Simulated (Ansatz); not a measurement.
HClF, doublet: a trajectory.

Input (in.yaml):

```yaml
crystal:
  periodic: [false, false, false]
  atoms:
    - {symbol: H, position_ang: [1.014368, -0.225633, 0.175605]}
    - {symbol: F, position_ang: [-1.386005, -0.422844, 0.330944]}
    - {symbol: Cl, position_ang: [0.371637, 0.648477, -0.506449]}
basis:
  gaussian: {orbitals: def2-SVP}
magnetization: {spin_polarized: true, initial_magnetization: 1}
hamiltonian: {xc: pbe0, dispersion: d4}
md: {n_steps: 30, timestep: 3, temperature: 300, ensemble: nvt_langevin, seed: 865, friction: 0.05, initial_velocities: maxwell_boltzmann}
```

Run by:

```bash
ansatz run in.yaml --threads 2 --pin off --events-out ev --progress --plain --max-ram 4352MiB
```

Output of Ansatz 0.2.0:

```
Functional definition: PBE0
  name "PBE0"
  cite "Adamo & Barone, J. Chem. Phys. 110, 6158 (1999) doi:10.1063/1.478522"
  cite "Perdew, Burke & Ernzerhof, Phys. Rev. Lett. 77, 3865 (1996) doi:10.1103/PhysRevLett.77.3865"
  parent pbe
  parameter a = 0.25
  parameter kappa = 0.804
  parameter beta = 0.06672455060314922
  exchange = (1 - a)*pbe_x(kappa = kappa, mu = beta*pi^2/3) + a*exact_x
  correlation = pbe_c(beta = beta)
364 factors; integrals over basis functions are off by at most 2.3e-4 eV
mean field evaluation 1: about -15235.9413 eV, gradient 2.8e1 eV
mean field evaluation 2: about -15189.4978 eV, gradient 9.9e1 eV
mean field evaluation 4: about -15239.9522 eV, gradient 5.4e0 eV
mean field evaluation 8: about -15240.0756 eV, gradient 3.2e-1 eV
mean field evaluation 16: about -15240.0768 eV, gradient 1.2e-3 eV
mean field -15240.07678481 eV, -560.0624917466 hartree, gradient 1.8e-5 eV, S^2 0.752775; 3 other end points of the search recorded, 0 dependent functions left out
the calculation of the forces begins
reference -15240.07679522 eV, -560.0624921291 hartree; 14, 13 occupied and 23, 24 virtual orbitals, 364 factors
md step     0: t =     0.00 fs  T =   200.0 K  F+E_penalty+E_count = -15240.09321832 eV  E_kin = 0.077556 eV  (53 SCF iters)
md step     1: t =     3.00 fs  T =   365.3 K  F+E_penalty+E_count = -15240.04551057 eV  E_kin = 0.141656 eV  (40 SCF iters, 5 dispersion substeps)
md step     2: t =     6.00 fs  T =   397.5 K  F+E_penalty+E_count = -15240.10438227 eV  E_kin = 0.154130 eV  (42 SCF iters, 5 dispersion substeps)
md step     3: t =     9.00 fs  T =   303.9 K  F+E_penalty+E_count = -15240.07326442 eV  E_kin = 0.117839 eV  (44 SCF iters, 5 dispersion substeps)
md step     4: t =    12.00 fs  T =   160.9 K  F+E_penalty+E_count = -15240.05770581 eV  E_kin = 0.062391 eV  (42 SCF iters, 5 dispersion substeps)
md step     5: t =    15.00 fs  T =   201.9 K  F+E_penalty+E_count = -15240.10335715 eV  E_kin = 0.078298 eV  (43 SCF iters, 5 dispersion substeps)
md step     6: t =    18.00 fs  T =   109.3 K  F+E_penalty+E_count = -15240.05589629 eV  E_kin = 0.042392 eV  (51 SCF iters, 5 dispersion substeps)
md step     7: t =    21.00 fs  T =   248.0 K  F+E_penalty+E_count = -15240.04009475 eV  E_kin = 0.096188 eV  (50 SCF iters, 5 dispersion substeps)
md step     8: t =    24.00 fs  T =   381.9 K  F+E_penalty+E_count = -15240.08791821 eV  E_kin = 0.148094 eV  (54 SCF iters, 5 dispersion substeps)
md step     9: t =    27.00 fs  T =   290.8 K  F+E_penalty+E_count = -15239.96238936 eV  E_kin = 0.112770 eV  (52 SCF iters, 5 dispersion substeps)
md step    10: t =    30.00 fs  T =   307.1 K  F+E_penalty+E_count = -15239.96087632 eV  E_kin = 0.119071 eV  (55 SCF iters, 5 dispersion substeps)
md step    11: t =    33.00 fs  T =   372.2 K  F+E_penalty+E_count = -15240.00857619 eV  E_kin = 0.144327 eV  (59 SCF iters, 5 dispersion substeps)
md step    12: t =    36.00 fs  T =   424.8 K  F+E_penalty+E_count = -15239.86748263 eV  E_kin = 0.164737 eV  (50 SCF iters, 5 dispersion substeps)
md step    13: t =    39.00 fs  T =   652.9 K  F+E_penalty+E_count = -15239.93609145 eV  E_kin = 0.253168 eV  (50 SCF iters, 5 dispersion substeps)
md step    14: t =    42.00 fs  T =   658.3 K  F+E_penalty+E_count = -15239.97487589 eV  E_kin = 0.255278 eV  (47 SCF iters, 5 dispersion substeps)
md step    15: t =    45.00 fs  T =   351.9 K  F+E_penalty+E_count = -15239.96835276 eV  E_kin = 0.136457 eV  (40 SCF iters, 5 dispersion substeps)
md step    16: t =    48.00 fs  T =   297.9 K  F+E_penalty+E_count = -15240.03907407 eV  E_kin = 0.115506 eV  (51 SCF iters, 5 dispersion substeps)
md step    17: t =    51.00 fs  T =   281.7 K  F+E_penalty+E_count = -15240.02638172 eV  E_kin = 0.109226 eV  (40 SCF iters, 5 dispersion substeps)
md step    18: t =    54.00 fs  T =   198.1 K  F+E_penalty+E_count = -15240.05232533 eV  E_kin = 0.076809 eV  (42 SCF iters, 5 dispersion substeps)
md step    19: t =    57.00 fs  T =   252.8 K  F+E_penalty+E_count = -15240.10448801 eV  E_kin = 0.098012 eV  (42 SCF iters, 5 dispersion substeps)
md step    20: t =    60.00 fs  T =   304.4 K  F+E_penalty+E_count = -15240.08622155 eV  E_kin = 0.118057 eV  (45 SCF iters, 5 dispersion substeps)
md step    21: t =    63.00 fs  T =   241.1 K  F+E_penalty+E_count = -15240.10586718 eV  E_kin = 0.093481 eV  (44 SCF iters, 5 dispersion substeps)
md step    22: t =    66.00 fs  T =   353.7 K  F+E_penalty+E_count = -15240.10452903 eV  E_kin = 0.137166 eV  (58 SCF iters, 5 dispersion substeps)
md step    23: t =    69.00 fs  T =   215.0 K  F+E_penalty+E_count = -15240.10195777 eV  E_kin = 0.083382 eV  (44 SCF iters, 5 dispersion substeps)
md step    24: t =    72.00 fs  T =   288.6 K  F+E_penalty+E_count = -15240.10600564 eV  E_kin = 0.111904 eV  (45 SCF iters, 5 dispersion substeps)
md step    25: t =    75.00 fs  T =   334.9 K  F+E_penalty+E_count = -15240.09099159 eV  E_kin = 0.129849 eV  (42 SCF iters, 5 dispersion substeps)
md step    26: t =    78.00 fs  T =   358.2 K  F+E_penalty+E_count = -15240.09213491 eV  E_kin = 0.138890 eV  (42 SCF iters, 5 dispersion substeps)
md step    27: t =    81.00 fs  T =   226.1 K  F+E_penalty+E_count = -15240.10298304 eV  E_kin = 0.087689 eV  (42 SCF iters, 5 dispersion substeps)
md step    28: t =    84.00 fs  T =   305.4 K  F+E_penalty+E_count = -15240.01479874 eV  E_kin = 0.118410 eV  (39 SCF iters, 5 dispersion substeps)
md step    29: t =    87.00 fs  T =   597.3 K  F+E_penalty+E_count = -15240.05220443 eV  E_kin = 0.231637 eV  (40 SCF iters, 5 dispersion substeps)
md step    30: t =    90.00 fs  T =   443.1 K  F+E_penalty+E_count = -15240.07083368 eV  E_kin = 0.171843 eV  (55 SCF iters, 5 dispersion substeps)
Total energy: -15240.07084469 eV, -560.0622734515 hartree
Atom 0 at     0.812057    -0.709547     0.358713 Å, force    -0.235414     1.193178    -0.671798 eV/Å
Atom 1 at    -1.501653    -0.362995     0.080410 Å, force    -0.091932    -0.039457     0.018522 eV/Å
Atom 2 at     0.592910     0.439047    -0.287705 Å, force     0.327346    -1.153721     0.653276 eV/Å
Dipole moment:     0.432499    -0.131867     0.089304 e Å

[the SCF lines of later steps are left out]
```

Hardware: 2 CPU threads, shared host. Wall time about 16 s.


The run ended normally. The timestep is far too long for bond vibrations, so the integration is inaccurate or blows up, and the trajectory means little.